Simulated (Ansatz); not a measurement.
# CHAlCl (doublet): wave-function methods side by side at a displaced geometry (v1), cc-pVDZ

The task here is to estimate one member of a computed series from the others.

Program: Ansatz 0.2.0, Gaussian basis. Level of theory: cc-pVDZ, core rule «outside noble gas», up to 11 orbitals frozen. These are calculated values, not measurements.

The runs, in order: UHF; CCSD(T) on ROHF; CCSD(T) on UHF; BCCD(T) on ROHF; CISD; CCSDT(Q) on ROHF; CCSDT(Q) on UHF; CASSCF and MRCISD+Q, 9 electrons in 9 orbitals; CASSCF and NEVPT2, 9 electrons in 9 orbitals.

23 further runs of the same task are left out: 7 that didn't finish, 16 set aside as unsound or not needed.

### What is computed

The geometry is a PBE0/def2-TZVP stationary point (not a proven minimum) with its atoms shifted at random (size 0.040 Å).

4 atoms, charge 0, spin multiplicity 2.

Atoms are counted from 1 here; the program's logs count them from 0.

Bond lengths: Al1–C2 1.982 Å, C2–Cl3 1.731 Å, C2–H4 1.091 Å. Angles: Al1–C2–Cl3 109.0°, Al1–C2–H4 143.7°, Cl3–C2–H4 107.3°.

Set-up of the first run:

The input, in.yaml:

```yaml
crystal:
  periodic: [false, false, false]
  atoms:
    - {symbol: Al, position_ang: [-0.021269, -0.211385, 1.712824]}
    - {symbol: C, position_ang: [-0.022102, 0.872894, 0.053757]}
    - {symbol: Cl, position_ang: [0.025862, -0.188666, -1.312376]}
    - {symbol: H, position_ang: [-0.076915, 1.893146, -0.330007]}
basis:
  gaussian: {orbitals: cc-pVDZ}
magnetization: {spin_polarized: true, initial_magnetization: 1}
hamiltonian: {xc: hf}
output: {orbitals: {seedname: orbitals}}
```

The run is started by

```sh
$ ansatz run in.yaml --threads 1 --pin off --events-out ev --progress --plain --max-ram 2393MiB
```

Steps of the session up to this table: UHF; CCSD(T) on ROHF; CCSD(T) on UHF; BCCD(T) on ROHF; CISD; CCSDT(Q) on ROHF; CCSDT(Q) on UHF; CASSCF and MRCISD+Q, 9 electrons in 9 orbitals; CASSCF and NEVPT2, 9 electrons in 9 orbitals.

One of the session's tables, all rows but one given; the rest of the session is left out.

It belongs to the step «Misses and costs». 

| method | from UCCSDT(Q) (kJ/mol) |
| --- | --- |
| ROHF | +910.6 |
| UHF | +898.8 |
| RMP2 | ? |
| UMP2 | +135.4 |
| CISD | +129.5 |
| RCCSD | +30.3 |
| UCCSD | +30.1 |
| RCCSD(T) | +4.9 |
| UCCSD(T) | +5.1 |
| BCCD(T) | +4.7 |
| RCCSDT | +2.1 |
| UCCSDT | +2.1 |
| RCCSDT(Q) | +0.2 |
| UCCSDT(Q) | 0 |
| CASSCF frontier | +699.3 |
| MRCISD frontier | +80.0 |
| MRCISD+Q frontier | +9.7 |

**Question.** Estimate the row for RMP2.

**Answer.** from UCCSDT(Q) (kJ/mol): +130.5. In the column «from UCCSDT(Q) (kJ/mol)» it lies between CISD (+129.5) and UMP2 (+135.4).

Not comparable, so not listed: CASSCF and NEVPT2, 9 electrons in 9 orbitals (they don't share determinant, frozen orbitals or solution with the rows shown, or repeat one).

To keep in mind: Restricted and unrestricted rows rest on different reference determinants; where their highest levels disagree by more than a few hundredths of an eV, they describe different states and don't form one ladder. Warnings in the runs' records: passed over end.
